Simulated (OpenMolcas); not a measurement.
# triplet O3: a chain of runs

We compute a single-point energy (UHF/def2-TZVPP), then the energy (CASSCF(18,12)/def2-TZVPP), then a single-point energy (CASPT2(18,12)/def2-TZVPP), then a single-point energy, then a single-point energy (SC-NEVPT2(18,12)/def2-TZVPP) of triplet O3. 

The results are computed with OpenMolcas 26.06.

**1. The molecule**

The species is O3 (3 atoms), meant as a triplet with charge 0. As SMILES of the parent species, `O=[O+][O-]`. The shape is that of a PBE0-D4/def2-TZVP optimisation. That shape belongs to the parent species and isn't relaxed for this state.

Bond lengths: O1–O2 1.238 Å, O2–O3 1.238 Å. Angles: O1–O2–O3 118.4°.

**2. A single-point energy at UHF/def2-TZVPP (run 1)**

step1.input

```
* O3 Hartree-Fock
>>> EXPORT MOLCAS_PRINT=2

&GATEWAY
  BasLib=$CurrDir
  Coord
  3
  angstrom
  O        0.848700      -0.535900       0.409500
  O       -0.228900      -0.317600      -0.159400
  O       -0.619800       0.853500      -0.250100
  Basis=def2-TZVPP
  Group=NoSym

&SEWARD

&SCF
  UHF
  Spin=3
  PrOrbitals=1
```

The basis set def2-TZVPP is read from a file made from the Basis Set Exchange's data (not shown).

Launch:

```
$ export MOLCAS_MEM=1860
$ pymolcas step1.input > step1.log
```

Standard output (excerpt; [...] marks lines left out):

```text
--- Start Module: gateway ---
[...]
--- Stop Module: gateway /rc=_RC_ALL_IS_WELL_ ---
--- Start Module: seward ---
[...]
      Basis functions           93
--- Stop Module: seward /rc=_RC_ALL_IS_WELL_ ---
[...]
--- Start Module: scf ---
[...]
       Convergence after  22 Iterations
[...]
::    Total SCF energy                               -224.3441567729
[...]
      Total spin, S                                     1.0247866721
[...]
      Total electronic charge=   24.000000
      Total            charge=   -0.000000
[...]
      Dipole Moment (debye):
      Origin of the operator (angstrom)=   -0.0000   -0.0000    0.0000
                   X= -3.3016E-01               Y= -4.5794E-01               Z= -2.2990E-01           Total=  6.0957E-01
      Quadrupole Moment (debye*angstrom):
[...]
--- Stop Module: scf /rc=_RC_ALL_IS_WELL_ ---
[...]
```

Run time: 11 s. Hardware: 1 thread of Arm Neoverse V1, shared host; peak memory 0.51 GiB.

**3. The energy at CASSCF(18,12)/def2-TZVPP (run 2)**

step2.inp

```
* O3 CASSCF
>>> EXPORT MOLCAS_PRINT=2
&GATEWAY
BasLib=$CurrDir
Coord
3
angstrom
O        0.848700      -0.535900       0.409500
O       -0.228900      -0.317600      -0.159400
O       -0.619800       0.853500      -0.250100
Basis=def2-TZVPP
Group=NoSym
&SEWARD
&RASSCF
FileOrb=$CurrDir/step1.UnaOrb
Spin=3
Nactel=18 0 0
Inactive=3
Ras2=12
OrbListing=Nothing
```

The basis set def2-TZVPP is read from a file made from the Basis Set Exchange's data (not shown).

Launch:

```
$ export MOLCAS_MEM=1860
$ pymolcas step2.inp > step2.log
```

Standard output (excerpt; [...] marks lines left out):

```text
--- Start Module: gateway ---
[...]
--- Stop Module: gateway /rc=_RC_ALL_IS_WELL_ ---
--- Start Module: seward ---
[...]
      Basis functions           93
--- Stop Module: seward /rc=_RC_ALL_IS_WELL_ ---
[...]
--- Start Module: rasscf ---
[...]
      Number of active orbitals                 12
[...]
      Spin quantum number                      1.0
[...]
      Active orbitals                           12
[...]
      Number of CSFs                         23166
[...]
      Number of root(s) required                 1
[...]
      Convergence after 10 iterations
[...]
      printout of CI-coefficients larger than  0.05 for root  1
      energy=    -224.504848
      conf/sym  111111111111     Coeff  Weight
             1  22222222uu00  -0.91597 0.83900
            11  2222222uduu0  -0.05885 0.00346
           152  22222202uu02   0.05710 0.00326
           486  2222u22u2200   0.29549 0.08731
          1806  u222222u2u0d   0.06497 0.00422
          1816  u22222d2uuud  -0.05323 0.00283
[...]
      Natural orbitals and occupation numbers for root  1
      sym 1:   1.954480   1.998145   1.997965   1.992199   1.896025   1.984384   1.971096   1.880955   1.107423   1.117375
               0.045199   0.054755
[...]
::    RASSCF root number  1 Total energy:   -224.50484798
[...]
      Total electronic charge=   24.000000
      Total            charge=   -0.000000
[...]
      Dipole Moment (debye):
      Origin of the operator (angstrom)=   -0.0000   -0.0000    0.0000
                   X= -2.0191E-01               Y= -2.7999E-01               Z= -1.4059E-01           Total=  3.7273E-01
      Quadrupole Moment (debye*angstrom):
[...]
--- Stop Module: rasscf /rc=_RC_ALL_IS_WELL_ ---
[...]
```

Run time: 21 s. Hardware: 1 thread of Arm Neoverse V1, shared host; peak memory 0.51 GiB.

**4. The energy at CASPT2(18,12)/def2-TZVPP (run 3)**

step3.inp

```
* O3 CASPT2

&GATEWAY
 BASLIB=$CurrDir
 COORD
 3
 angstrom
 O        0.848700      -0.535900       0.409500
 O       -0.228900      -0.317600      -0.159400
 O       -0.619800       0.853500      -0.250100
 BASIS=def2-TZVPP
 GROUP=NoSym

&SEWARD

&RASSCF
 FILEORB=$CurrDir/step2.RasOrb
 SPIN=3
 NACTEL=18 0 0
 INACTIVE=3
 RAS2=12
 ORBLISTING=Nothing

&CASPT2
 IPEA=0.25
 IMAGINARY=0.1
 FROZEN=3
```

The basis set def2-TZVPP is read from a file made from the Basis Set Exchange's data (not shown).

Launch:

```
$ export MOLCAS_MEM=1860
$ pymolcas step3.inp > step3.log
```

Standard output (excerpt; [...] marks lines left out):

```text
--- Start Module: gateway ---
[...]
--- Stop Module: gateway /rc=_RC_ALL_IS_WELL_ ---
[...]
      Basis functions           93
[...]
--- Start Module: rasscf ---
[...]
      Number of active orbitals                 12
[...]
      Spin quantum number                      1.0
[...]
      Active orbitals                           12
[...]
      Number of CSFs                         23166
[...]
      Number of root(s) required                 1
[...]
      Convergence after  6 iterations
[...]
      printout of CI-coefficients larger than  0.05 for root  1
      energy=    -224.504848
      conf/sym  111111111111     Coeff  Weight
             1  22222222uu00  -0.91597 0.83901
            11  2222222uduu0  -0.05886 0.00346
           152  22222202uu02   0.05710 0.00326
           486  2222u22u2200   0.29548 0.08731
          1806  u222222u2u0d   0.06497 0.00422
          1816  u22222d2uuud  -0.05323 0.00283
[...]
      Natural orbitals and occupation numbers for root  1
      sym 1:   1.954479   1.998144   1.997965   1.992199   1.896033   1.984383   1.971096   1.880960   1.107414   1.117367
               0.045201   0.054758
[...]
::    RASSCF root number  1 Total energy:   -224.50484798
[...]
      Total electronic charge=   24.000000
      Total            charge=   -0.000000
[...]
      Dipole Moment (debye):
      Origin of the operator (angstrom)=   -0.0000   -0.0000    0.0000
                   X= -2.0191E-01               Y= -2.7997E-01               Z= -1.4058E-01           Total=  3.7271E-01
      Quadrupole Moment (debye*angstrom):
[...]
--- Stop Module: rasscf /rc=_RC_ALL_IS_WELL_ ---
[...]
--- Start Module: caspt2 ---
[...]
 ###    WARNING: User changed nr of frozen orbitals.                         ###
 ###############################################################################
[...]
      E2 (Variational):          -0.5406950000
      Total energy:            -225.0455429762
[...]
      Reference weight:           0.89294
[...]
::    CASPT2 Root  1     Total energy:   -225.04554298
[...]
--- Stop Module: caspt2 /rc=_RC_ALL_IS_WELL_ ---
[...]
```

Run time: 41 s. Hardware: 1 thread of Arm Neoverse V1, shared host; peak memory 0.51 GiB.

**5. The energy at CASPT2[IPEA 0](18,12)/def2-TZVPP (run 4)**

step4.input

```
&gateway
baslib
$CurrDir
coord
3
angstrom
O        0.848700      -0.535900       0.409500
O       -0.228900      -0.317600      -0.159400
O       -0.619800       0.853500      -0.250100
basis
def2-TZVPP
group
NoSym
&seward
&rasscf
fileorb
$CurrDir/step2.RasOrb
spin
3
nactel
18 0 0
inactive
3
ras2
12
orblisting
Nothing
&caspt2
ipea
0
imaginary
0.1
frozen
3
```

The basis set def2-TZVPP is read from a file made from the Basis Set Exchange's data (not shown).

Launch:

```
$ export MOLCAS_MEM=1860
$ pymolcas step4.input > step4.log
```

Standard output (excerpt; [...] marks lines left out):

```text
--- Start Module: gateway ---
[...]
--- Stop Module: gateway /rc=_RC_ALL_IS_WELL_ ---
[...]
      Basis functions           93
[...]
--- Start Module: rasscf ---
[...]
      Number of active orbitals                 12
[...]
      Spin quantum number                      1.0
[...]
      Active orbitals                           12
[...]
      Number of CSFs                         23166
[...]
      Number of root(s) required                 1
[...]
      Convergence after  6 iterations
[...]
      printout of CI-coefficients larger than  0.05 for root  1
      energy=    -224.504848
      conf/sym  111111111111     Coeff  Weight
             1  22222222uu00  -0.91597 0.83901
            11  2222222uduu0  -0.05886 0.00346
           152  22222202uu02   0.05710 0.00326
           486  2222u22u2200   0.29548 0.08731
          1806  u222222u2u0d   0.06497 0.00422
          1816  u22222d2uuud  -0.05323 0.00283
[...]
      Natural orbitals and occupation numbers for root  1
      sym 1:   1.954479   1.998144   1.997965   1.992199   1.896033   1.984383   1.971096   1.880960   1.107414   1.117367
               0.045201   0.054758
[...]
::    RASSCF root number  1 Total energy:   -224.50484798
[...]
      Total electronic charge=   24.000000
      Total            charge=   -0.000000
[...]
      Dipole Moment (debye):
      Origin of the operator (angstrom)=   -0.0000   -0.0000    0.0000
                   X= -2.0191E-01               Y= -2.7997E-01               Z= -1.4058E-01           Total=  3.7271E-01
      Quadrupole Moment (debye*angstrom):
[...]
--- Stop Module: rasscf /rc=_RC_ALL_IS_WELL_ ---
[...]
--- Start Module: caspt2 ---
[...]
 ###    WARNING: User changed nr of frozen orbitals.                         ###
 ###############################################################################
[...]
      E2 (Variational):          -0.5497682653
      Total energy:            -225.0546162415
[...]
      Reference weight:           0.88772
[...]
::    CASPT2 Root  1     Total energy:   -225.05461624
[...]
--- Stop Module: caspt2 /rc=_RC_ALL_IS_WELL_ ---
[...]
```

Wall time 43 s (1 thread of Arm Neoverse V1, shared host); peak memory 0.51 GiB.

**6. A single-point energy at SC-NEVPT2(18,12)/def2-TZVPP (run 5)**

step5.inp

```
* O3 NEVPT2
&gateway
baslib = $CurrDir
coord
3
angstrom
O        0.848700      -0.535900       0.409500
O       -0.228900      -0.317600      -0.159400
O       -0.619800       0.853500      -0.250100
basis = def2-TZVPP
group = NoSym
&seward
&rasscf
fileorb = $CurrDir/step2.RasOrb
spin = 3
nactel = 18 0 0
inactive = 3
ras2 = 12
orblisting = Nothing
&caspt2
sc-nevpt2
frozen = 3
```

The basis set def2-TZVPP is read from a file made from the Basis Set Exchange's data (not shown).

Launch:

```
$ export MOLCAS_MEM=1860
$ pymolcas step5.inp > step5.log
```

Standard output (excerpt; [...] marks lines left out):

```text
--- Start Module: gateway ---
[...]
--- Stop Module: gateway /rc=_RC_ALL_IS_WELL_ ---
[...]
      Basis functions           93
[...]
--- Start Module: rasscf ---
[...]
      Number of active orbitals                 12
[...]
      Spin quantum number                      1.0
[...]
      Active orbitals                           12
[...]
      Number of CSFs                         23166
[...]
      Number of root(s) required                 1
[...]
      Convergence after  6 iterations
[...]
      printout of CI-coefficients larger than  0.05 for root  1
      energy=    -224.504848
      conf/sym  111111111111     Coeff  Weight
             1  22222222uu00  -0.91597 0.83901
            11  2222222uduu0  -0.05886 0.00346
           152  22222202uu02   0.05710 0.00326
           486  2222u22u2200   0.29548 0.08731
          1806  u222222u2u0d   0.06497 0.00422
          1816  u22222d2uuud  -0.05323 0.00283
[...]
      Natural orbitals and occupation numbers for root  1
      sym 1:   1.954479   1.998144   1.997965   1.992199   1.896033   1.984383   1.971096   1.880960   1.107414   1.117367
               0.045201   0.054758
[...]
::    RASSCF root number  1 Total energy:   -224.50484798
[...]
      Total electronic charge=   24.000000
      Total            charge=   -0.000000
[...]
      Dipole Moment (debye):
      Origin of the operator (angstrom)=   -0.0000   -0.0000    0.0000
                   X= -2.0191E-01               Y= -2.7997E-01               Z= -1.4058E-01           Total=  3.7271E-01
      Quadrupole Moment (debye*angstrom):
[...]
--- Stop Module: rasscf /rc=_RC_ALL_IS_WELL_ ---
[...]
--- Start Module: caspt2 ---
[...]
 ###    WARNING: User changed nr of frozen orbitals.                         ###
 ###############################################################################
[...]
      E2 (Variational):          -0.5022165410
[...]
      E2 (Variational):          -0.4909761250
      Total energy:            -224.9958241012
[...]
      Reference weight:           0.91493
[...]
::    SC-NEVPT2 Root  1     Total energy:   -224.99582410
[...]
--- Stop Module: caspt2 /rc=_RC_ALL_IS_WELL_ ---
[...]
```

It took 59 s on 1 thread of Arm Neoverse V1, shared host; peak memory 0.51 GiB.

**7. Summary of results**

| quantity | value |
| --- | --- |
| run 1, UHF/def2-TZVPP: total energy | -224.34416 Eh |
| run 1, UHF/def2-TZVPP: dipole moment | 0.61 D |
| run 1, UHF/def2-TZVPP: HOMO energy (highest over α and β) | -11.56 eV |
| run 1, UHF/def2-TZVPP: LUMO energy (lowest over α and β) | -1.32 eV |
| run 1, UHF/def2-TZVPP: ⟨S²⟩ | 2.075 |
| run 2, CASSCF(18,12)/def2-TZVPP: total energy | -224.50485 Eh |
| run 2, CASSCF(18,12)/def2-TZVPP: dipole moment (CASSCF density) | 0.37 D |
| run 3, CASPT2(18,12)/def2-TZVPP: total energy | -225.04554 Eh |
| run 3, CASPT2(18,12)/def2-TZVPP: dipole moment (CASSCF density) | 0.37 D |
| run 4, CASPT2[IPEA 0](18,12)/def2-TZVPP: total energy | -225.05462 Eh |
| run 4, CASPT2[IPEA 0](18,12)/def2-TZVPP: dipole moment (CASSCF density) | 0.37 D |
| run 5, SC-NEVPT2(18,12)/def2-TZVPP: total energy | -224.99582 Eh |
| run 5, SC-NEVPT2(18,12)/def2-TZVPP: dipole moment (CASSCF density) | 0.37 D |

Mulliken charges (run 2, CASSCF(18,12)/def2-TZVPP) run from -0.12 on O1 to +0.24 on O2; they depend strongly on the basis. Mulliken charges (run 3, CASPT2(18,12)/def2-TZVPP) of the CASSCF density run from -0.12 on O1 to +0.24 on O2. Mulliken charges (run 5, SC-NEVPT2(18,12)/def2-TZVPP) of the CASSCF density run from -0.12 on O1 to +0.24 on O2.
